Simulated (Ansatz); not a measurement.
Write a Python script for the Ansatz DFT code, driven from Python that makes a rigid torsion scan of C2H4N2S, SMILES NC(N)=C=S. Level of theory (for the species named): r2scan0, def2-SVP basis, multiplicity 1.

```xyz
9

N    -1.2076   -0.2869    0.4505
C    -0.0069    0.0139   -0.0287
N     1.0383   -0.6435    0.4705
C     0.2432    0.9147   -0.9748
S     0.4085    2.1197   -2.2890
H    -1.9896    0.0301   -0.2216
H    -1.3166   -1.2106    0.7303
H     0.9652   -0.8505    1.4589
H     1.9542   -0.1331    0.3867
```

`c2h4n2s.py`:
```python
import logging
import sys

import ansatz
from ase import Atoms

logging.basicConfig(stream=sys.stdout, format="%(levelname)s:%(name)s:%(message)s")
log = logging.getLogger("c2h4n2s")
log.setLevel(logging.INFO)

atoms = Atoms(["N", "C", "N", "C", "S", "H", "H", "H", "H"], positions=[
    (-1.2076, -0.2869, 0.4505),
    (-0.0069, 0.0139, -0.0287),
    (1.0383, -0.6435, 0.4705),
    (0.2432, 0.9147, -0.9748),
    (0.4085, 2.1197, -2.289),
    (-1.9896, 0.0301, -0.2216),
    (-1.3166, -1.2106, 0.7303),
    (0.9652, -0.8505, 1.4589),
    (1.9542, -0.1331, 0.3867),
])

first = (
    ansatz.Crystal.molecule_from_ase(atoms).calculation()
    .basis(gaussian="def2-SVP")
    .functional("R2SCAN0")
    .relax(force_tolerance=0.02, max_steps=80)
)
atoms.positions = first.run(threads=1).report["positions_ang"]

start = atoms.get_dihedral(2, 1, 0, 5)
energies = {}
for turn in range(0, 360, 30):
    turned = atoms.copy()
    turned.set_dihedral(2, 1, 0, 5, start + turn, indices=[0, 5, 6])
    job = (
        ansatz.Crystal.molecule_from_ase(turned).calculation()
        .basis(gaussian="def2-SVP")
        .functional("R2SCAN0")
    )
    energies[round((start + turn) % 360)] = job.run(threads=1).report["free_energy_ev"]
floor = min(energies.values())
log.info("dihedral N2-C1-N0-H5 (deg)   E - E(min) (eV)")
for angle, e in sorted(energies.items()):
    log.info(f"{angle:8d} {(e - floor):14.3f}  " + "#" * int(30 * (e - floor) / max(max(energies.values()) - floor, 1e-9)))
```

Running `python c2h4n2s.py` prints:
```text
INFO:c2h4n2s:dihedral N2-C1-N0-H5 (deg)   E - E(min) (eV)
INFO:c2h4n2s:      24          0.214  #####################
INFO:c2h4n2s:      54          0.221  ######################
INFO:c2h4n2s:      84          0.236  #######################
INFO:c2h4n2s:     114          0.196  ###################
INFO:c2h4n2s:     144          0.076  #######
INFO:c2h4n2s:     174          0.000
INFO:c2h4n2s:     204          0.089  ########
INFO:c2h4n2s:     234          0.248  ########################
INFO:c2h4n2s:     264          0.301  ##############################
INFO:c2h4n2s:     294          0.244  ########################
INFO:c2h4n2s:     324          0.179  #################
INFO:c2h4n2s:     354          0.181  ##################
```

The scan is rigid and the energies are electronic, in a modest basis. With rigid groups the curve can differ much from the relaxed path, the start wasn't checked as a minimum of this torsion, and equivalent turns needn't return to the same energy. Timing: 110 s on 1 thread of Arm Neoverse V2, with other jobs on the host, peak memory 0.28 GiB.
